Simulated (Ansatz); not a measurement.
## How far a parabola holds: energy against volume of bcc V

bcc V was calculated with PBEsol (Ansatz, an electronic-structure program, plane waves, PAW). Run with plane-wave cutoff 520 eV, 26×26×26 k mesh, Fermi–Dirac smearing 0.05 eV, no spin polarisation, scalar-relativistic PAW data made under PBE. The cell has no free parameter but its volume, all volumes share cutoff and mesh, and the runs aren't spin-polarised. Energies are free energies at the run's smearing, counted from the lowest row; static lattice.

| V (Å³/atom) | E (meV/atom) |
|---|---|
| 12.181 | ? |
| 12.440 | 13.17 |
| 12.700 | 3.09 |
| 12.959 | 0.00 |
| 13.218 | 3.26 |
| 13.477 | 12.31 |

Q: Using a parabola, estimate the missing E at V = 12.181 from the other rows, showing the fit.

A: With u = V - 13.0, the rows have u = -0.5600, -0.3000, -0.0410, 0.2180, 0.4770. Least squares gives E = 0.054 + 3.326·u + 47.397·u². Residuals (row less fit): 0.115, -0.232, 0.003, 0.228, -0.115; standard error 0.257 (degrees of freedom: 2). The fitted curve has its minimum at V = 13.0, where E = 0.00. Its curvature is d²E/dV² = 2 × 47.397 meV/Å⁶, so B = V0·d²E/dV² × 0.1602 = 197 GPa. At the withheld row, u = -0.8190, so E = 0.054 + 3.326 × (-0.8190) + 47.397 × (-0.8190)² = 29.122 meV/atom. The calculation gives 30.91 meV/atom, 1.788 meV/atom above the prediction (5.8 % of the range of E in the table). The row lies outside the fitted rows, so this is an extrapolation. From the scatter of the fitted rows alone, a prediction at this place has a standard error of 0.608 meV/atom, so the miss is 2.9 times that.

The residuals are curvature that a parabola lacks, not noise. A solid that stiffens under compression and softens on expansion lies above the parabola at the compressed end and under it at the expanded end, as this row does. A third-order Birch-Murnaghan fit to the whole scan has B0 = 197 GPa. Only scans are tabulated whose curvature falls smoothly with volume, and where the parabola meets the shown rows within 5 % of their range and misses the end by 0.1 meV or more.

Measured, for comparison: bulk modulus 161 GPa (corrected for temperature and zero-point phonon effects, sources range from 159 to 166; as tabulated in Levämäki et al. (2014), arXiv:1402.3671). Computed less measured: bulk modulus +22 % (+19 % to +24 % over the range).
